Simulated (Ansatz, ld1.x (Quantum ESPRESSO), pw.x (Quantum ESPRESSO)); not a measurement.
From atom to crystal: RRKJ potential for iron

iron, norm-conserving RRKJ (Kleinman–Bylander form), made with ld1.x (Quantum ESPRESSO) 7.5 (PBEsol, scalar-relativistic). Core [Ar], reference 3d6 4s2 4p0. Waves: 4p (bound, empty): rc 2.60 bohr; 3d (bound): rc 1.70 bohr; 4s (bound): rc 1.75 bohr. Local part: the s channel. Core correction: none.

Atomic tests: cutoffs needed: 60 Ry and 90 Ry (the cutoffs (Ry, on a coarse ladder) from which the occupation-weighted sum of valence levels, in a spherical-Bessel basis at the reference potential, stays within 10 and 1 mRy of its value at 400 Ry); ghost test: no extra level below or beside the all-electron valence levels (p, d, s, f tested) (spherical-Bessel basis up to 400 Ry, 20 bohr box); configuration tests: 1 of 7 tests not solved or not reliable.

Crystal test: sc Fe in pw.x 7.5, no spin, 15³ k-points, Fermi–Dirac smearing 0.01 Ry, cutoffs 110/440 Ry. The reference is all-electron LAPW (Ansatz 0.2.0) with the same functional, mesh and smearing; V0 and B0 come from Birch–Murnaghan fits to the pressures at five volumes. Errors are pseudo minus all-electron; Δ is the rms difference of the E(V) curves that follow from these fits, minima aligned, over ±6 % about the mean V0. Mesh and smearing are coarse, so the numbers serve the comparison and aren't converged zero-temperature values; the lattice is a test structure that the element need not adopt. Spin polarisation and strong correlation are left out, which matters for this element.

| V (Å³/atom) | P all-electron (GPa) | P pseudo (GPa) |
| --- | --- | --- |
| 10.650 | 13.36 | 33.16 |
| 10.931 | 6.31 | 24.49 |
| 11.211 | 0.17 | 16.89 |
| 11.491 | -5.19 | 10.21 |
| 11.772 | -9.86 | 4.34 |

All-electron: a0 = 2.239 Å (V0 = 11.22 Å³/atom), B0 = 228.5 GPa.

Pseudopotential: mean pressure error (GPa): +16.86. The pressure does not cross zero within the volumes sampled, so no fit is given. The largest radius (2.60 bohr) exceeds half the bond length (2.11 bohr), so the spheres overlap, which is one possible source of error among others. This is a poor potential for the solid. Atomic configuration tests: 1 of 7 tests not solved or not reliable.

Question: At the middle volume, how do free energy and pressure move when the wave cutoff is lowered (ecutrho kept at four times it)?

Answer:

```csv
cutoff (Ry),shift of F (meV/atom),shift of P (GPa)
50,+1301.1,-164.23
66,+57.7,+0.04
88,+4.6,-0.60
```

The run at the middle volume (120 k-points, 7 iterations) took about 16 s on one core of a shared host (Neoverse-V1, 32 threads, 247 GiB, load 11).
